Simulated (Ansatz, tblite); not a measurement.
**The cluster Na₆: rung by rung**

One table from this session's results is given with a row withheld; the runs are named, their logs left out.

Computed with Ansatz 0.2.0, Gaussian basis. Level: as each input shows.

Plan: GFN1-xTB, GFN2-xTB, PBE/def2-TZVP, r2SCAN/def2-TZVP, ωB97X-V/def2-TZVP, PBE-QIDH/def2-TZVP, HF/def2-TZVP, revPBE/def2-TZVP, HSE06/def2-TZVP, B97M-V/def2-TZVP, LDA/def2-TZVP, PBE/def2-SVP, PBE0/def2-SVP, PBE0/def2-TZVPD, PBE/def2-TZVPD, r2SCAN/def2-TZVPD, CCSD(T)/def2-SVP, MP2/def2-TZVP, RPA/def2-TZVP.

2 further runs of the same task are left out: 2 set aside as unsound or not needed. Runs told in other sessions of the task aren't counted.

### The structure

The singlet was relaxed beforehand with B3LYP/def2-SVP. At that level it is the lowest of the isomers that a small search found.

6 atoms, charge 0, spin multiplicity 1.

Bond lengths: Na1–Na2 3.406 Å, Na1–Na3 3.404 Å, Na2–Na3 3.615 Å, Na2–Na5 3.409 Å, Na2–Na6 3.617 Å, Na3–Na4 3.416 Å, Na3–Na6 3.624 Å, Na4–Na6 3.418 Å, Na5–Na6 3.410 Å. Angles: Na2–Na1–Na3 64.1°, Na1–Na2–Na3 57.9°, Na1–Na2–Na5 176.0°, Na1–Na2–Na6 118.1°, Na3–Na2–Na5 118.1°, Na3–Na2–Na6 60.2°, Na5–Na2–Na6 58.0°, Na1–Na3–Na2 58.0°, Na1–Na3–Na4 175.9°, Na1–Na3–Na6 117.9°, Na2–Na3–Na4 118.0°, Na2–Na3–Na6 60.0°, Na4–Na3–Na6 58.0°, Na3–Na4–Na6 64.1°, Na2–Na5–Na6 64.1°, Na2–Na6–Na3 59.9°, Na2–Na6–Na4 117.8°, Na2–Na6–Na5 58.0° and more.

Coordinates:

```
Na    3.5240   -0.3031    1.7174
Na    1.5618   -0.9707   -0.9859
Na    0.3128    0.8130    1.8993
Na   -2.9466    1.8335    1.8640
Na   -0.5793   -1.5337   -3.5779
Na   -1.8727    0.1610   -0.9170
```

PBE0/def2-TZVP was run before; its log isn't repeated, and its numbers join the tables.

The first run:

Tight binding, by tblite at 300 K electronic temperature and without a spin-polarisation term:

```python
tblite.interface.Calculator('GFN1-xTB', numbers, positions, charge=0, uhf=0).singlepoint()
```

Tight binding, by tblite at 300 K electronic temperature and without a spin-polarisation term:

```python
tblite.interface.Calculator('GFN2-xTB', numbers, positions, charge=0, uhf=0).singlepoint()
```

start.molden holds the orbitals of an earlier run on this state, given as this run's starting guess.

Contents of in.yaml:

```yaml
crystal:
  periodic: [false, false, false]
  atoms:
    - {symbol: Na, position_ang: [3.523956, -0.303106, 1.717364]}
    - {symbol: Na, position_ang: [1.561762, -0.970683, -0.985908]}
    - {symbol: Na, position_ang: [0.312800, 0.813006, 1.899348]}
    - {symbol: Na, position_ang: [-2.946578, 1.833470, 1.864042]}
    - {symbol: Na, position_ang: [-0.579298, -1.533651, -3.577857]}
    - {symbol: Na, position_ang: [-1.872652, 0.160963, -0.916981]}
basis:
  gaussian: {orbitals: def2-TZVP, initial_orbitals: start.molden}
hamiltonian: {xc: pbe}
scf: {omitted_lower_state_checks: [starts]}
output: {forces: true, orbitals: {seedname: orbitals}}
```

On the command line:

```sh
> ansatz run in.yaml --threads 4 --pin off --events-out ev --progress --plain --max-ram 3916MiB
```

Steps of the session up to this table: PBE/def2-TZVP; r2SCAN/def2-TZVP; ωB97X-V/def2-TZVP; PBE-QIDH/def2-TZVP; HF/def2-TZVP; revPBE/def2-TZVP; HSE06/def2-TZVP; B97M-V/def2-TZVP; LDA/def2-TZVP; PBE/def2-SVP; PBE0/def2-SVP; PBE0/def2-TZVPD; PBE/def2-TZVPD; r2SCAN/def2-TZVPD; CCSD(T)/def2-SVP; MP2/def2-TZVP; RPA/def2-TZVP.

One of the session's tables, all rows but one given; the rest of the session is left out.

It belongs to the step «Levels side by side». 

```
            level  HOMO (eV)  LUMO (eV)  gap (eV)
     HF/def2-TZVP      -4.27       0.19      4.47
    LDA/def2-TZVP      -3.16      -1.95      1.21
     PBE/def2-SVP      -3.03      -1.80      1.22
    PBE/def2-TZVP      -3.06      -1.85      1.21
   PBE/def2-TZVPD      -3.06      -1.85      1.21
 revPBE/def2-TZVP      -3.00      -1.79      1.21
 r2SCAN/def2-TZVP      -3.04      -1.72      1.32
r2SCAN/def2-TZVPD      -3.04      -1.72      1.32
 B97M-V/def2-TZVP      -3.03      -1.84      1.19
    PBE0/def2-SVP          ?          ?         ?
   PBE0/def2-TZVP      -3.48      -1.42      2.06
  PBE0/def2-TZVPD      -3.48      -1.42      2.06
  HSE06/def2-TZVP      -3.16      -1.71      1.45
ωB97X-V/def2-TZVP      -4.74      -0.16      4.59
```

Estimate the missing values for PBE0/def2-SVP.

The run gave: HOMO (eV): -3.44; LUMO (eV): -1.38; gap (eV): 2.07. In the column «HOMO (eV)» it lies between PBE0/def2-TZVPD (-3.48) and LDA/def2-TZVP (-3.16).
